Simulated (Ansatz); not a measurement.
```yaml
crystal:
  periodic: [false, false, false]
  atoms:
    - {symbol: Co, position_ang: [0.015593, -0.563844, -0.433470]}
    - {symbol: Cl, position_ang: [-0.025749, 0.986841, 0.710583]}
    - {symbol: H, position_ang: [-0.006038, -1.743483, 0.350717]}
basis:
  gaussian: {orbitals: def2-TZVP}
magnetization: {spin_polarized: true, initial_magnetization: 1}
hamiltonian: {xc: pbe0}
relax: {f_tol: 0.004, max_steps: 80}
```

```sh
$ ansatz run in.yaml --threads 1 --pin off --events-out ev --progress --plain --max-ram 2176MiB
```

Steps of the relaxation (energy above the last step; positions in Å, forces in eV/Å):

```
3
step 1, 268.8 meV
Co    0.016   -0.564   -0.433    0.084   -1.604   -2.458
Cl   -0.026    0.987    0.711   -0.067    2.483    1.850
H    -0.006   -1.743    0.351   -0.017   -0.879    0.609
```

```
3
step 2, 39.4 meV
Co    0.017   -0.590   -0.466    0.020   -0.094   -0.624
Cl   -0.027    1.055    0.741   -0.014    0.574    0.368
H    -0.006   -1.786    0.353   -0.007   -0.481    0.256
```

```
3
step 3, 13.2 meV
Co    0.017   -0.594   -0.462    0.005    0.150   -0.156
Cl   -0.027    1.097    0.747   -0.002    0.133    0.043
H    -0.006   -1.823    0.343   -0.003   -0.284    0.113
```

```
3
step 5, 1.9 meV
Co    0.014   -0.587   -0.389    0.005    0.068   -0.165
Cl   -0.027    1.181    0.726   -0.002    0.093    0.069
H    -0.004   -1.914    0.291   -0.003   -0.162    0.096
```

```
3
step 7, 0.0 meV
Co    0.014   -0.585   -0.387    0.000   -0.004    0.002
Cl   -0.027    1.195    0.726    0.000    0.002    0.001
H    -0.003   -1.931    0.289    0.000    0.001   -0.002
```

Close pairs at the end: Co1–H3 1.507 Å, Co1–Cl2 2.100 Å.

A stationary point of unrestricted PBE0 after 7 steps, with ⟨S²⟩ = 1.479 against 0.75 for a pure state; no frequencies were run, so it isn't proven a minimum. 5 min on 1 thread of Intel Xeon Platinum 8375C, shared host.
